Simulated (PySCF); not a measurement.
Ranking problems on computed properties.

All species are isolated and taken at one optimised geometry, non-relativistic unless stated; the electronic structure was computed with PySCF and density fitting.

Dipoles, sizes and rotational constants follow the conformer. The torsions of the flexible species, by atom-mapped SMILES:
- `[CH3:1][C:2](=[O:3])[NH:4][CH:5]1[CH2:6][CH2:7]1`: C1–C2–N4–C5 180°, C2–N4–C5–C6 -142°
- `[CH3:1]/[N:2]=[CH:3]\[C:4]#[C:5][B:6]([OH:7])[OH:8]`: H–O7–B6–C5 180°, H–O8–B6–C5 179°
- `[CH3:1][CH:2]([CH3:3])[N:4]([SiH3:5])[SiH2:6][CH2:7][SiH3:8]`: C1–C2–N4–Si5 -59°, C2–N4–Si6–C7 -178°, N4–Si6–C7–Si8 177°

The conformers of `CO[CH2][GeH]1[CH2]C=C[CH2]1` and `COCC1=C[CH2][GeH2][CH2]1` aren't listed.

Question: Rank by static isotropic polarisability, highest first (wB97X-D/def2-SVPD at PBE0-D3(BJ)/def2-SVP geometries).
A. `CC(=O)NC1CC1`
B. `COCC1=C[CH2][GeH2][CH2]1`
C. `C/N=C\C#CB(O)O`
D. `CO[CH2][GeH]1[CH2]C=C[CH2]1`

Answer: B (106.0 au), D (103.6 au), C (81.0 au), A (71.1 au).

Question: Rank by dipole moment, highest first (wB97X-D/def2-SVPD at PBE0-D3(BJ)/def2-SVP geometries).
A. `C([SiH2]N([SiH3])C(C)C)[SiH3]` (C4H17NSi3)
B. `C=CC` (C3H6)
C. `[F][Be][F]` (BeF2)
D. `C/N=C\C#CB(O)O` (C4H6BNO2)
E. `CC(=O)NC1CC1` (C5H9NO)

Answer: D (4.27 D), E (3.87 D), A (1.00 D), B (0.42 D), C (0.00 D).

Question: Give the two extremes of that set in atomic units.

Answer: `[F][Be][F]`: 0.00 au; `C/N=C\C#CB(O)O`: 1.68 au.

Question: Rank by electronic spatial extent ⟨r²⟩ about the centre of nuclear charge, highest first (wB97X-D/def2-SVPD at PBE0-D3(BJ)/def2-SVP geometries).
A. `C/N=C\C#CB(O)O` (C4H6BNO2)
B. `CC(=O)NC1CC1` (C5H9NO)
C. `[F][Be][F]` (BeF2)
D. `C=CC` (C3H6)

Answer: A (1490 bohr²), B (939 bohr²), D (198 bohr²), C (159 bohr²).

Question: Rank by HOMO–LUMO gap, highest first (wB97X-D/def2-SVPD at PBE0-D3(BJ)/def2-SVP geometries).
A. `CC(=O)NC1CC1` (C5H9NO)
B. `C/N=C\C#CB(O)O` (C4H6BNO2)
C. `[SiH3]N([SiH2]C[SiH3])C(C)C` (C4H17NSi3)
D. `[F][Be][F]` (BeF2)
E. `S->B(Cl)(Cl)Cl` (BCl3H2S)
F. `C=CC` (C3H6)

Answer: D (14.83 eV), F (11.47 eV), E (11.09 eV), A (10.90 eV), C (10.44 eV), B (9.57 eV).

Question: Give the two extremes of that set in kcal/mol.

Answer: `C/N=C\C#CB(O)O`: 221 kcal/mol; `[F][Be][F]`: 342 kcal/mol.

Question: Rank by HOMO energy, lowest first (wB97X-D/def2-SVPD at PBE0-D3(BJ)/def2-SVP geometries).
A. `B(O)(C#C/C=N\C)O` (C4H6BNO2)
B. `[Be]([F])[F]` (BeF2)
C. `CC(=O)NC1CC1` (C5H9NO)
D. `C=CC` (C3H6)
E. `S->B(Cl)(Cl)Cl` (BCl3H2S)

Answer: B (-13.92 eV), E (-10.32 eV), A (-9.40 eV), D (-9.24 eV), C (-8.77 eV).

Question: By how much do the two ends of that ranking differ?

Answer: By 5.15 eV, between `CC(=O)NC1CC1` and `[F][Be][F]`.

Question: Rank by lowest singlet excitation, lowest first (TDDFT wB97X-D/def2-SVPD at PBE0-D3(BJ)/def2-SVP geometries).
A. `[F][Be][F]` (BeF2)
B. `[GeH]1([CH2]OC)[CH2]C=C[CH2]1` (C6H12GeO)
C. `CC(C)N([SiH3])[SiH2]C[SiH3]` (C4H17NSi3)
D. `C1C(C1)NC(=O)C` (C5H9NO)
E. `C/N=C\C#CB(O)O` (C4H6BNO2)
F. `C=CC` (C3H6)
G. `S->B(Cl)(Cl)Cl` (BCl3H2S)

Answer: E (4.42 eV), D (5.82 eV), C (6.30 eV), G (6.73 eV), B (6.92 eV), F (7.44 eV), A (9.76 eV).
